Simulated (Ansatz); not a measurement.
We consider bcc Li, described by LDA (Ansatz, a program for electronic structure, PAW).

A relaxed, unreconstructed slab of the (100) face has 8 atoms, two equal faces of 11.318 Å² each and an energy of -1612.3906 eV. A bulk cell of 2 atoms with the same orientation and in-plane k mesh has -403.2810 eV. Energies are extrapolated to zero smearing.

Settings: plane-wave cutoff 500 eV, 16×16×1 k mesh (along the axes of the cell as run), Fermi–Dirac smearing 0.1 eV, scalar-relativistic PAW data made under PBE.

Worked out: γ = (E_slab − N E_bulk per atom)/2A = [-1612.3906 − 8 × (-403.2810/2)]/(2 × 11.318) = 0.0324 eV/Å². With 16.022 J/m² per eV/Å² this is 0.52 J/m², or 0.37 eV per surface cell and face.
